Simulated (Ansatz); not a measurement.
How close CCSD(T) comes to the exact answer in a basis

Each species is computed at the geometry given (Å), with frozen cores, in Ansatz 0.2.0: RHF-CCSD(T) for singlets, UHF-CCSD(T) otherwise, and full CI in the same basis. The program picks the determinant by trial CCSD, so it needn't be the lowest Hartree–Fock solution. States: HCB A', BCl⁺ Σ⁺ or Δ, GaH4⁺ A'. Cases whose determinant has another symmetry than full CI's state, or whose (Q) step broke down, weren't drawn. No relativity is included.

Q: Judging by size, spin and bonding and the diagnostics given, rank them by the size of CCSD(T)'s error in total energy against full CI in the same basis, smallest first (an estimate).
A. GaH₄⁺, singlet, cc-pVDZ: Ga 0.000 0.004 -0.056; H 0.000 1.250 -0.173; H 0.000 0.386 2.107; H 0.000 -1.517 -0.198; H 0.000 -0.379 2.107. T1 0.007, (T) -21 meV in a correlation energy of -2.77 eV
B. BCl⁺, doublet, 6-31G: B 0.000 0.000 0.000; Cl 0.000 0.000 1.596. T1 0.029, (T) -131 meV in a correlation energy of -2.51 eV
C. HCB, singlet, 6-31G: B 0.000 0.061 0.626; C 0.000 -0.101 -0.453; H 0.000 0.556 -1.314. T1 0.137, (T) -315 meV in a correlation energy of -4.81 eV

A: A (7.4 meV), B (17.3 meV), C (50.6 meV).

| species | basis | correlated electrons | CCSD(T) − full CI (meV) | CCSDT(Q) − full CI (meV) | unpaired electrons (full CI) | T1 | ⟨S²⟩ of the determinant |
| --- | --- | --- | --- | --- | --- | --- | --- |
| GaH4⁺, singlet | cc-pVDZ | 6 | 7.4 | 0.2 | 0.03 | 0.007 | 0.00 |
| BCl⁺, doublet | 6-31G | 9 | 17.3 | -5.8 | 1.04 | 0.029 | 0.77 |
| HCB, singlet | 6-31G | 8 | -50.6 | -17.1 | 0.57 | 0.137 | 0.00 |

Unpaired electrons are Σ n²(2−n)² over natural occupations; an open shell counts its own unpaired electrons too. Frozen cores follow each run's orbitals, which moves totals by a few meV.
